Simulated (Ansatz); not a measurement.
Input for Ansatz (a first-principles code): U-B3LYP/def2-TZVPPD on NH2CH4ts, 2S+1 = 2. Files ending in .json are basis or fitting sets from the Basis Set Exchange.

Ansatz 0.2 input:
```yaml
crystal:
  periodic: [false, false, false]
  atoms:
    - {symbol: C, position_ang: [-1.26075000, -0.00000600, 0.01229100]}
    - {symbol: N, position_ang: [1.31325500, -0.00000500, -0.13678200]}
    - {symbol: H, position_ang: [-1.58398700, 0.90853800, -0.48474400]}
    - {symbol: H, position_ang: [-1.46367200, -0.00457300, 1.07730200]}
    - {symbol: H, position_ang: [-1.58474800, -0.90388000, -0.49270000]}
    - {symbol: H, position_ang: [0.04310800, -0.00006400, -0.15169200]}
    - {symbol: H, position_ang: [1.48045900, 0.80557700, 0.46775100]}
    - {symbol: H, position_ang: [1.48055700, -0.80552400, 0.46780800]}
basis:
  gaussian:
    orbitals: def2-TZVPPD.json
hamiltonian:
  xc: {name: B3LYP}
magnetization: {spin_polarized: true, initial_magnetization: 1}
```

Program output:

```
WARN ansatz: RAYON_NUM_THREADS=1 ignored (pool sized by the plan → 1); use --threads N
Functional definition: B3LYP
integrals: 0.04 GiB planned
707 factors; their error is unknown
mean field: 0.73 GiB planned
mean field evaluation 1: about -2616.4208 eV, gradient 4.2e1 eV
mean field evaluation 2: about -2610.0216 eV, gradient 5.4e1 eV
mean field evaluation 4: about -2623.8947 eV, gradient 4.2e0 eV
mean field evaluation 8: about -2623.9790 eV, gradient 3.9e-2 eV
mean field evaluation 16: about -2623.9640 eV, gradient 6.4e-5 eV
mean field -2623.96403765 eV, -96.4288997969 hartree, gradient 6.4e-5 eV, S^2 0.757543; 0 other end points of the search recorded, 0 dependent functions left out
reference -2623.96428614 eV, -96.4289089289 hartree; 10, 9 occupied and 166, 167 virtual orbitals, 707 factors
Total energy: -2623.96428614 eV, -96.4289089289 hartree
```

The calculation finished and met its thresholds.

Cost: about 4 core-seconds (a rough figure).
